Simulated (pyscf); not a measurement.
Optimised with ωB97X-D3(BJ)/def2-SVP in PySCF.

Question: PBE/def2-TZVP puts the barrier of Cl–SnH₂–SnH₃ (SMILES [Cl][SnH2][SnH3]) + H₂ (SMILES [H][H]) → H₃Sn–SnH₃ (SMILES [SnH3][SnH3]) + HCl (SMILES Cl) (four-centre exchange; singlet surface; Cl–Sn, H–H broken, H–Sn, Cl–H formed) at 39.7 kcal/mol and the reaction energy at +16.9 kcal/mol, from the separated reactants. What do B3LYP-D3(BJ)/def2-TZVP, PBE0-D3(BJ)/def2-TZVP, ωB97M-D3(BJ)/def2-TZVP give on the same structures?

Answer: B3LYP-D3(BJ): ΔE‡ = 44.9 kcal/mol, ΔE = +18.7 kcal/mol; PBE0-D3(BJ): ΔE‡ = 42.7 kcal/mol, ΔE = +17.2 kcal/mol; ωB97M-D3(BJ): ΔE‡ = 47.1 kcal/mol, ΔE = +16.4 kcal/mol. PBE's barrier lies under all of them, by 3.1 to 7.5 kcal/mol. Its reaction energy lies among theirs. Low barriers are usual for a GGA, whose delocalisation error favours stretched bonds. This is the saddle that the search found; another between the same sides may lie lower. Elements past Kr carry the def2 core potentials, without spin-orbit coupling.
